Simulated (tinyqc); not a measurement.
UHF in the sto-6g basis, for NH, spin multiplicity 3, step by step (part 3 of 3). This run ends on a higher stationary point, not on the lowest solution. Computed by tinyqc, a small Python program that keeps every step (integrals from PySCF). Command: `OMP_NUM_THREADS=1 python tinyqc.py 20416 20417 out.jsonl` (the two numbers bound the seeds that draw the settings). One thread of a shared host (Intel(R) Xeon(R) Processor @ 2.60GHz), about 0.2 s of CPU time with the checks.

Geometry (angstrom):

| atom | x | y | z |
|---|---|---|---|
| N | 0.000000 | 0.000000 | 0.000000 |
| H | 0.000000 | 0.000000 | 1.635000 |

## Iteration 12 (converged): orbitals

converged F(alpha) (hartree):
```
             1N 1s      1N 2s     1N 2px     1N 2py     1N 2pz      2H 1s
1N 1s   -15.576838  -3.769128   0.000000   0.000000  -0.010466  -0.239881
1N 2s    -3.769128  -1.884909   0.000000   0.000000  -0.015816  -0.323648
1N 2px    0.000000   0.000000  -0.475237   0.000000   0.000000   0.000000
1N 2py    0.000000   0.000000   0.000000  -0.475237   0.000000   0.000000
1N 2pz   -0.010466  -0.015816   0.000000   0.000000  -0.071099  -0.310315
2H 1s    -0.239881  -0.323648   0.000000   0.000000  -0.310315  -0.274179
```

converged F(beta) (hartree):
```
             1N 1s      1N 2s    1N 2px    1N 2py     1N 2pz      2H 1s
1N 1s   -15.536213  -3.710798  0.000000  0.000000  -0.009370  -0.235488
1N 2s    -3.710798  -1.599786  0.000000  0.000000   0.013098  -0.304342
1N 2px    0.000000   0.000000  0.322513  0.000000   0.000000   0.000000
1N 2py    0.000000   0.000000  0.000000  0.322513   0.000000   0.000000
1N 2pz   -0.009370   0.013098  0.000000  0.000000  -0.177243  -0.299461
2H 1s    -0.235488  -0.304342  0.000000  0.000000  -0.299461  -0.096660
```

X:
```
                1          2          3         4          5         6
1N 1s   -0.485878   0.642012   0.000000  0.000000  -0.524600  0.365053
1N 2s    0.751909  -0.389548   0.000000  0.000000  -0.334055  0.522350
1N 2px   0.000000   0.000000  -0.681673  0.731657   0.000000  0.000000
1N 2py   0.000000   0.000000   0.731657  0.681673   0.000000  0.000000
1N 2pz   0.447556   0.638888   0.000000  0.000000   0.591344  0.301159
2H 1s   -0.707186  -0.450951   0.000000  0.000000   0.379494  0.495164
```

Diagonalise F' = X^T F X, C = X C', fill 5 alpha and 3 beta electrons from the bottom; D(s) = C_occ C_occ^T. Each column has its largest component positive (the first on a tie).

F' = X^T F X (alpha) (hartree):
```
           1          2          3          4          5          6
1  -1.770690   3.045653   0.000000   0.000000  -2.702932   2.139576
2   3.045653  -4.702706   0.000000   0.000000   4.957123  -3.909658
3   0.000000   0.000000  -0.475237   0.000000   0.000000   0.000000
4   0.000000   0.000000   0.000000  -0.475237   0.000000   0.000000
5  -2.702932   4.957123   0.000000   0.000000  -5.831523   4.628491
6   2.139576  -3.909658   0.000000   0.000000   4.628491  -4.455203
```

orbital energies (alpha) (hartree): MO1 -15.579662, MO2 -1.033062, MO3 -0.475237, MO4 -0.475237, MO5 -0.377386, MO6 0.229988

coefficients C (alpha):
```
              MO1        MO2       MO3        MO4        MO5        MO6
1N 1s    0.996594  -0.245388  0.000000   0.000000   0.047021  -0.033189
1N 2s    0.014535   1.004727  0.000000   0.000000  -0.242682   0.181590
1N 2px   0.000000   0.000000  0.637954   0.770074   0.000000   0.000000
1N 2py   0.000000   0.000000  0.770074  -0.637954   0.000000   0.000000
1N 2pz   0.001022   0.022256  0.000000   0.000000   0.545292   0.866619
2H 1s   -0.001741   0.088052  0.000000   0.000000   0.739081  -0.733945
```

F' = X^T F X (beta) (hartree):
```
           1          2         3         4          5          6
1  -1.580402   3.014395  0.000000  0.000000  -2.837313   2.180378
2   3.014395  -4.694604  0.000000  0.000000   4.898592  -4.005864
3   0.000000   0.000000  0.322513  0.000000   0.000000   0.000000
4   0.000000   0.000000  0.000000  0.322513   0.000000   0.000000
5  -2.837313   4.898592  0.000000  0.000000  -5.793510   4.572923
6   2.180378  -4.005864  0.000000  0.000000   4.572923  -4.291699
```

orbital energies (beta) (hartree): MO1 -15.537775, MO2 -0.768316, MO3 -0.341445, MO4 0.287320, MO5 0.322513, MO6 0.322513

coefficients C (beta):
```
              MO1        MO2        MO3        MO4       MO5        MO6
1N 1s    0.997508  -0.238343   0.043083   0.055144  0.000000   0.000000
1N 2s    0.010712   0.986545  -0.215506  -0.285879  0.000000   0.000000
1N 2px   0.000000   0.000000   0.000000   0.000000  0.856237  -0.516583
1N 2py   0.000000   0.000000   0.000000   0.000000  0.516583   0.856237
1N 2pz   0.000844   0.008186   0.746935  -0.700635  0.000000   0.000000
2H 1s   -0.001260   0.145962   0.525503   0.891747  0.000000   0.000000
```

D(alpha) after iteration 12:
```
            1N 1s      1N 2s    1N 2px    1N 2py     1N 2pz      2H 1s
1N 1s    1.055625  -0.243474  0.000000  0.000000   0.021197   0.011410
1N 2s   -0.243474   1.068581  0.000000  0.000000  -0.109956  -0.090919
1N 2px   0.000000   0.000000  1.000000  0.000000   0.000000   0.000000
1N 2py   0.000000   0.000000  0.000000  1.000000   0.000000   0.000000
1N 2pz   0.021197  -0.109956  0.000000  0.000000   0.297840   0.404973
2H 1s    0.011410  -0.090919  0.000000  0.000000   0.404973   0.553996
```

D(beta) after iteration 12:
```
            1N 1s      1N 2s    1N 2px    1N 2py     1N 2pz      2H 1s
1N 1s    1.053686  -0.233736  0.000000  0.000000   0.031072  -0.013406
1N 2s   -0.233736   1.019830  0.000000  0.000000  -0.152884   0.030736
1N 2px   0.000000   0.000000  0.000000  0.000000   0.000000   0.000000
1N 2py   0.000000   0.000000  0.000000  0.000000   0.000000   0.000000
1N 2pz   0.031072  -0.152884  0.000000  0.000000   0.557979   0.393711
2H 1s   -0.013406   0.030736  0.000000  0.000000   0.393711   0.297460
```

Within a degenerate level the vectors are fixed only up to a rotation; this is one choice.

## Convergence

Stop when the energy changes by less than 1e-10 hartree and every element of the error matrix X^T (F D S - S D F) X (for each spin) is below 3e-06.

Course of the cycle:

| iteration | E (hartree) | change | largest element of the error matrix |
|---|---|---|---|
| 1 | -54.61726904 | - | 1.48e-01 |
| 2 | -54.67519967 | -5.79e-02 | 3.11e-02 |
| 3 | -54.68190689 | -6.71e-03 | 2.09e-02 |
| 4 | -54.68860508 | -6.70e-03 | 2.14e-02 |
| 5 | -54.66594037 | 2.27e-02 | 9.04e-03 |
| 6 | -54.66639269 | -4.52e-04 | 4.68e-03 |
| 7 | -54.66573969 | 6.53e-04 | 9.12e-04 |
| 8 | -54.66570964 | 3.00e-05 | 3.17e-04 |
| 9 | -54.66570813 | 1.52e-06 | 1.55e-04 |
| 10 | -54.66570770 | 4.30e-07 | 3.73e-06 |
| 11 | -54.66570770 | 1.72e-10 | 2.80e-07 |
| 12 | -54.66570770 | 3.14e-12 | 3.11e-09 |

PySCF UHF in the same basis, after a stability check = -54.73106547 hartree

Converged in 12 iterations. But the solution lies 0.06536 hartree above the reference: it is another stationary point, not the lowest one. Reruns (cap 100 unless said): DIIS 8: converged in 12 to a higher stationary point; damping 0.5: converged in 56; level shift 0.5: converged in 45; atomic densities as start, DIIS 8: converged in 12 to a higher stationary point.

## Populations, bond orders and dipole

overlap S:
```
           1N 1s     1N 2s    1N 2px    1N 2py    1N 2pz     2H 1s
1N 1s   1.000000  0.229416  0.000000  0.000000  0.000000  0.014336
1N 2s   0.229416  1.000000  0.000000  0.000000  0.000000  0.197671
1N 2px  0.000000  0.000000  1.000000  0.000000  0.000000  0.000000
1N 2py  0.000000  0.000000  0.000000  1.000000  0.000000  0.000000
1N 2pz  0.000000  0.000000  0.000000  0.000000  1.000000  0.211480
2H 1s   0.014336  0.197671  0.000000  0.000000  0.211480  1.000000
```

Mulliken: Z minus the diagonal of D S on the atom; Loewdin: the same with S^(1/2) D S^(1/2); Mayer order: 2 sum_s sum (D(s) S)_ij (D(s) S)_ji over the two atoms.

Charges (e):

| atom | Mulliken | Loewdin | Mulliken spin |
|---|---|---|---|
| 1N | 0.008437 | 0.015152 | 1.764774 |
| 2H | -0.008437 | -0.015152 | 0.235226 |

Mayer bond orders:

| pair | order |
|---|---|
| 2-1 | 0.944598 |

dipole moment about the origin, x y z (debye): 0.000000  0.000000  0.494264

<S^2> of the determinant (pure state: 2) = 2.066294
